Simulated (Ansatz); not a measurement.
## Correlation methods on CF, doublet

Calculated in Ansatz's Gaussian-basis code; BCCD by scripts on PySCF. Settings: STO-3G; 2 core orbitals frozen; no relativity. Perturbation and coupled-cluster methods stand on the Hartree–Fock determinant that coupled cluster favours; RHF here means ROHF, with semicanonical perturbation theory. The state met can change along the bond. The basis is small, far from the limit. The unrestricted determinant is a mixture of spins, so it may stand for another state.

Correlation energy of CCSD(T), then each method's total less that of CCSD(T), in eV:

```csv
case,E corr CCSD(T),CCSD,BCCD,BCCD(T),determinant
1.145 Å RHF,-1.867,+0.106,+0.131,+0.001,–
1.463 Å RHF,-2.386,+0.209,+0.300,-0.007,–
1.781 Å RHF,-3.039,+0.159,+0.309,+0.017,–
3.053 Å UHF,-0.550,0.000,-0.005,-0.005,⟨S²⟩ = 1.750
3.625 Å UHF,-0.550,0.000,0.000,0.000,⟨S²⟩ = 1.750
```

**Question.** How far does full CI lie from CCSD(T) in each case, and where is CCSD(T) within 1 kcal/mol (0.043 eV)?

**Answer.** 1.145 Å RHF: -0.011 eV (within); 1.463 Å RHF: -0.053 eV (outside); 1.781 Å RHF: -0.213 eV (outside); 3.053 Å UHF: -0.011 eV (within, spin-contaminated determinant); 3.625 Å UHF: -0.003 eV (within, spin-contaminated determinant).

Several Brueckner solutions were met.
